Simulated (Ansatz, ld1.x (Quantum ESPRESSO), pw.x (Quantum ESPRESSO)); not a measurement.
**W (Z = 74): one change to the TM potential, in the atom and in the bcc crystal**

ld1.x (Quantum ESPRESSO) 7.5 input, shortened:

```
&input
   title='W', zed=74., rel=1, dft='PBE', iswitch=3,
   config='[Xe] 4f14 5d4 6s2 6p0'
 /
 &inputp
   pseudotype=2, tm=.true., lloc=0,
   nlcc=.false.
 /
3
6P  2  1   0.00   0.00  4.00  4.00  0.0
5D  3  2   4.00   0.00  1.65  1.65  0.0
6S  1  0   2.00   0.00  1.95  1.95  0.0
 &test
   configts(1)='5d4 6s2 6p0'
 /
```

Change: wave 6s (bound): rc 1.95 bohr becomes 6s (bound): rc 2.68 bohr.

Cutoffs, loose and tight: the cutoffs (Ry, on a coarse ladder) from which the occupation-weighted sum of valence levels, in a spherical-Bessel basis at the reference potential, stays within 10 and 1 mRy of its value at 400 Ry. They do not see the model core or the augmentation charge, which bear on the density cutoff. Test errors are all-electron minus pseudo excitation energies from the reference, over the configurations 5d4 6s1 6p0; 5d4 6s0 6p0; 5d3 6s0 6p0; 5d3 6s2 6p0; 5d2 6s0 6p0; 5d5 6s0 6p0; 5d5 6s1 6p0; variants that change the core or the reference have their own tests.

Crystal test: bcc W in pw.x 7.5, no spin, 14³ k-points, Fermi–Dirac smearing 0.01 Ry, cutoffs set for each file from its atomic test. The reference is all-electron LAPW (Ansatz 0.2.0) with the same functional, mesh and smearing; V0 and B0 come from Birch–Murnaghan fits to the pressures at five volumes. Errors are pseudo minus all-electron; Δ is the rms difference of the E(V) curves that follow from these fits, minima aligned, over ±6 % about the mean V0. Mesh and smearing are coarse, so the numbers serve the comparison and aren't converged zero-temperature values; the lattice is a test structure that the element need not adopt.

All-electron: a0 = 3.184 Å (V0 = 16.15 Å³/atom), B0 = 300.6 GPa.

Task: Does the change bring the crystal closer to the all-electron result?

Result: The mean pressure error goes from +9.05 to +13.99 GPa, so the change moves the solid further from the all-electron pressures.

```
                       quantity       base    changed
                 outcome (atom)  generated  generated
           cutoff, loose (atom)      30 Ry      30 Ry
           cutoff, tight (atom)      60 Ry      45 Ry
            bound ghosts (atom)       none       none
largest test error (meV) (atom)       +117        +78
           cutoffs in pw.x (Ry)     75/300     55/220
                         a0 (Å)      3.216      3.232
                   a0 error (%)      +0.99      +1.49
                   B0 error (%)       -4.5       -5.0
                   Δ (meV/atom)       30.9       46.8
      mean pressure error (GPa)      +9.05     +13.99
```

Base: The largest radius (4.00 bohr) exceeds half the bond length (2.60 bohr), so the spheres overlap, which is one possible source of error among others. This is a poor potential for the solid. The logarithmic derivative shows an extra or strongly shifted pseudo pole above the reference energy (s near 1.15 Ry). Changed file: The largest radius (4.00 bohr) exceeds half the bond length (2.60 bohr), so the spheres overlap, which is one possible source of error among others. This is a poor potential for the solid. The atomic cutoffs weigh occupied waves only.
